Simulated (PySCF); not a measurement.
# BH4P: the cost of one run

Programs: PySCF 2.14.0, with density-fitted response routines of our own. Each step states its level of theory. These are calculated values for one molecule in the gas phase, unless marked as measured. Atoms count from 0, in the outputs and in this text.

## (1) The molecule as given

6 atoms, charge 0, multiplicity 1; geometry from: GFN2-xTB. The atoms were then displaced at random by about 0.01 Å, so the start is not that level's minimum.

Bonds of the start (Å): B0–P1 1.87, B0–H2 1.17, B0–H3 1.15, P1–H4 1.37, P1–H5 1.37.

## (2) Geometry optimisation at PBE0-D3(BJ)/def2-SVP

The job: settings as JSON, then the geometry in Å.

```
{"job": {"xc": "PBE0", "basis": "def2-SVP", "d3": "d3bj", "grid": 1, "shake": 0.01, "kind": "geom"}, "charge": 0, "multiplicity": 1}
B      0.895760     0.024680    -0.003800
P     -0.890870    -0.044440    -0.541300
H      1.371020     1.091390     0.089380
H      1.540770    -0.928330     0.055460
H     -1.504630     0.936610     0.193450
H     -1.387900    -1.109930     0.162150
```

Command:

```bash
OMP_NUM_THREADS=1 python probes_run.py task.json out
```

The driver reads the jobs from task.json and runs them one after another.

Q: Estimate the wall time and peak memory of this first job on 1 thread of Arm Neoverse V2, shared host.

About 3.1 s, with a peak of 0.28 GiB.
